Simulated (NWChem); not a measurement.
# C4H9N (SMILES C=CN(C)C) at 4 levels

Wanted: a comparison of 4 runs (HF/STO-3G, HF/3-21G, B3LYP/6-31G*) of C4H9N. 

The results are computed with NWChem 7.3.0.

## Step 1: The structure to begin with

The species is C4H9N (14 atoms), meant as a singlet with charge 0. SMILES: `C=CN(C)C`. The coordinates come from a PBE0-D4/def2-TZVP relaxation. This is one conformer, not always the lowest.

Bond lengths: C1–C2 1.338 Å, C2–N3 1.373 Å, N3–C4 1.436 Å, N3–C5 1.440 Å, C1–H6 1.081 Å, C1–H7 1.082 Å, C2–H8 1.087 Å, C4–H9 1.092 Å, C4–H10 1.091 Å, C4–H11 1.101 Å, C5–H12 1.091 Å, C5–H13 1.093 Å, C5–H14 1.101 Å. Some angles: C1–C2–N3 127.5°, C2–N3–C4 117.9°, C2–N3–C5 117.6°, C4–N3–C5 115.9°, C1–C2–H8 119.4°, N3–C2–H8 113.0°, C2–C1–H6 119.4°, C2–C1–H7 123.1°, N3–C4–H9 109.9°, N3–C4–H10 109.4°.

## Step 2: Energy and forces at HF/STO-3G (run 1)

work.nw

```
start work
title "C4H9N"
memory 2200 mb
geometry units au noautosym nocenter noautoz
   C     -3.52528409     1.62176296     0.59318503
   C     -1.76632701    -0.07067576     1.24986486
   N      0.70600168    -0.16402823     0.46940797
   C      1.50082049     1.59322810    -1.43845953
   C      1.91958380    -2.59950726     0.42008612
   H     -5.36871192     1.54182755     1.46869514
   H     -3.18853489     3.11256790    -0.76477216
   H     -2.24159313    -1.54957542     2.59383808
   H      1.04558546     3.51942593    -0.85302237
   H      3.54304751     1.45660090    -1.68658057
   H      0.58827174     1.24721924    -3.27697407
   H      1.32885541    -3.70046170     2.06093531
   H      3.96955870    -2.36763786     0.50739146
   H      1.46434877    -3.69592635    -1.28860424
end
basis spherical bse
   * library STO-3G
end
scf
   thresh 1e-08
   maxiter 80
   print medium
end
task scf gradient
```

The run is started by

```sh
$ nwchem work.nw > work.out
```

What it wrote:

```text
[...]
  functions       =    34
[...]
  wavefunction    = RHF
[...]
         Total SCF energy =   -208.544995513546
      One-electron energy =   -643.468606253037
      Two-electron energy =    252.649176407755
 Nuclear repulsion energy =    182.274434331736
        Time for solution =      3.0s
[...]
                         RHF ENERGY GRADIENTS
    atom               coordinates                        gradient
                 x          y          z           x          y          z
   1 C      -3.525284   1.621763   0.593185   -0.020403   0.020240  -0.008804
   2 C      -1.766327  -0.070676   1.249865    0.074019  -0.023219  -0.006134
   3 N       0.706002  -0.164028   0.469408   -0.028481  -0.005307  -0.008585
   4 C       1.500820   1.593228  -1.438460   -0.008482  -0.020678   0.026756
   5 C       1.919584  -2.599507   0.420086   -0.012875   0.030034   0.002932
   6 H      -5.368712   1.541828   1.468695   -0.002786  -0.001079   0.002949
   7 H      -3.188535   3.112568  -0.764772    0.002029   0.003729  -0.004412
   8 H      -2.241593  -1.549575   2.593838    0.000304  -0.001190  -0.000503
   9 H       1.045585   3.519426  -0.853022   -0.001471   0.002438   0.001263
  10 H       3.543048   1.456601  -1.686581    0.002231  -0.000526   0.000308
  11 H       0.588272   1.247219  -3.276974   -0.003691  -0.001648  -0.004296
[...]
```

Run time: 3.9 s. Hardware: 1 thread of Intel Xeon 6975P-C (Granite Rapids), shared host; peak memory 0.1 GiB.

## Step 3: Energy and forces at HF/3-21G (run 2)

job.nw

```
start job
title "C4H9N"
memory stack 880 mb heap 220 mb global 1100 mb
charge 0
geometry units angstroms noautosym nocenter noautoz
 C    -1.865500    0.858200    0.313900
 C    -0.934700   -0.037400    0.661400
 N     0.373600   -0.086800    0.248400
 C     0.794200    0.843100   -0.761200
 C     1.015800   -1.375600    0.222300
 H    -2.841000    0.815900    0.777200
 H    -1.687300    1.647100   -0.404700
 H    -1.186200   -0.820000    1.372600
 H     0.553300    1.862400   -0.451400
 H     1.874900    0.770800   -0.892500
 H     0.311300    0.660000   -1.734100
 H     0.703200   -1.958200    1.090600
 H     2.100600   -1.252900    0.268500
 H     0.774900   -1.955800   -0.681900
end
basis "ao basis" spherical bse
 C library 3-21G
 N library 3-21G
 H library 3-21G
end
scf
 thresh 1e-08
 maxiter 80
end
task scf gradient
```

The run is started by

```sh
$ nwchem job.nw > job.out
```

What it wrote:

```text
[...]
  functions       =    63
[...]
  wavefunction    = RHF
[...]
         Total SCF energy =   -209.949126622563
      One-electron energy =   -643.578494734096
      Two-electron energy =    251.354920547991
 Nuclear repulsion energy =    182.274447563542
        Time for solution =      2.5s
[...]
                         RHF ENERGY GRADIENTS
    atom               coordinates                        gradient
                 x          y          z           x          y          z
   1 C      -3.525284   1.621763   0.593185   -0.005016   0.006836  -0.003318
   2 C      -1.766327  -0.070676   1.249865    0.023566  -0.007273  -0.008064
   3 N       0.706002  -0.164028   0.469408    0.002040   0.000400   0.001487
   4 C       1.500820   1.593228  -1.438459   -0.008043  -0.015395   0.012721
   5 C       1.919584  -2.599507   0.420086   -0.011265   0.018698  -0.000901
   6 H      -5.368712   1.541827   1.468695   -0.006044  -0.000742   0.004457
   7 H      -3.188535   3.112568  -0.764772    0.002356   0.005993  -0.006316
   8 H      -2.241593  -1.549575   2.593838   -0.000746  -0.007392   0.005227
   9 H       1.045585   3.519426  -0.853022   -0.002473   0.006142   0.002328
  10 H       3.543047   1.456601  -1.686580    0.006107  -0.001114  -0.000430
  11 H       0.588272   1.247219  -3.276974   -0.003290  -0.000872  -0.006291
[...]
```

Wall time 3.6 s (1 thread of Intel Xeon 6975P-C (Granite Rapids), shared host); peak memory 0.1 GiB.

Run 3 isn't shown in full; the table further down has it.

## Step 4: Energy and forces at B3LYP/6-31G(d) (Cartesian functions) (run 4)

a.nw

```
start a
memory total 2200 mb

geometry units angstroms noautosym nocenter noautoz
 C    -1.865500    0.858200    0.313900
 C    -0.934700   -0.037400    0.661400
 N     0.373600   -0.086800    0.248400
 C     0.794200    0.843100   -0.761200
 C     1.015800   -1.375600    0.222300
 H    -2.841000    0.815900    0.777200
 H    -1.687300    1.647100   -0.404700
 H    -1.186200   -0.820000    1.372600
 H     0.553300    1.862400   -0.451400
 H     1.874900    0.770800   -0.892500
 H     0.311300    0.660000   -1.734100
 H     0.703200   -1.958200    1.090600
 H     2.100600   -1.252900    0.268500
 H     0.774900   -1.955800   -0.681900
end

basis cartesian
 C library 6-31G*
 N library 6-31G*
 H library 6-31G*
end

dft
 xc b3lyp
 grid fine
 convergence energy 1e-08
 maxiter 100
 mulliken
end

task dft gradient
```

The run is started by

```sh
$ nwchem a.nw > a.out
```

What it wrote:

```text
[...]
          Wavefunction type:  closed shell.
          No. of atoms     :    14
          No. of electrons :    40
[...]
          Charge           :     0
          Spin multiplicity:     1
[...]
          AO basis - number of functions:    93
[...]
              XC Information
              --------------
                         B3LYP Method XC Potential
                     Hartree-Fock (Exact) Exchange  0.200
                        Slater Exchange Functional  0.800 local
                    Becke 1988 Exchange Functional  0.720 non-local
              Lee-Yang-Parr Correlation Functional  0.810
                  VWN I RPA Correlation Functional  0.190 local
[...]
 d= 0,ls=0.0,diis     1   -212.5035718246 -3.95D+02  8.18D-03  5.94D-01     2.6
[...]
 d= 0,ls=0.0,diis    10   -212.5617578531 -2.47D-09  5.46D-07  3.82D-09    20.7
         Total DFT energy =     -212.561757853133
      One electron energy =     -645.972995089913
           Coulomb energy =      283.136794141821
    Exchange-Corr. energy =      -32.000004468583
 Nuclear repulsion energy =      182.274447563542
[...]
      Total Density - Mulliken Population Analysis
     ---------------------------------------------
    Atom       Charge   Shell Charges
 -----------   ------   -------------------------------------------------------
    1 C    6     6.41   1.99  0.69  2.10  0.57  1.05  0.01
    2 C    6     5.90   1.99  0.72  2.06  0.40  0.71  0.03
    3 N    7     7.36   1.99  0.76  2.56  0.81  1.22  0.01
    4 C    6     6.31   1.99  0.68  2.12  0.58  0.89  0.04
    5 C    6     6.31   1.99  0.69  2.12  0.58  0.89  0.04
    6 H    1     0.87   0.53  0.34
    7 H    1     0.88   0.53  0.34
    8 H    1     0.88   0.54  0.34
    9 H    1     0.83   0.53  0.31
   10 H    1     0.85   0.53  0.32
[...]
  wavefunction    = closed shell
[...]
```

Run time: 26 s. Hardware: 1 thread of Intel Xeon 6975P-C (Granite Rapids), shared host; peak memory 0.13 GiB.

## Step 5: Overview of the runs

```
run                               level  iteration cap  module  energy (Eh)  dipole moment (D)  HOMO energy (eV)  LUMO energy (eV)  wall time
  1                           HF/STO-3G             80     scf  -208.544996               1.25             -6.23              9.44      3.9 s
  2                            HF/3-21G             80     scf  -209.949127               1.50             -7.93              5.84      3.6 s
  3  B3LYP/6-31G* (spherical functions)            100     dft  -212.557715               1.47             -5.08              1.47       60 s
  4  B3LYP/6-31G* (Cartesian functions)            100     dft  -212.561758               1.47             -5.08              1.47       26 s
```

## Step 6: What came out

| quantity | value |
| --- | --- |
| run 4: total energy | -212.56176 Eh |
| run 4: dipole moment | 1.47 D |
| run 4: HOMO energy | -5.08 eV |
| run 4: LUMO energy | 1.47 eV |
| run 4: HOMO–LUMO gap | 6.55 eV |
| run 4: largest force on an atom | 0.398 eV/Å |

**Reading.** The dipole moment (its size) runs from 1.25 D (HF/STO-3G) to 1.50 D (HF/3-21G). The HOMO–LUMO gap runs from 6.55 eV (B3LYP/6-31G*) to 15.66 eV (HF/STO-3G). The two ends differ in method and basis. In run 1 the basis is minimal, so the values are rough. All runs together took 93 s, the longest 60 s.
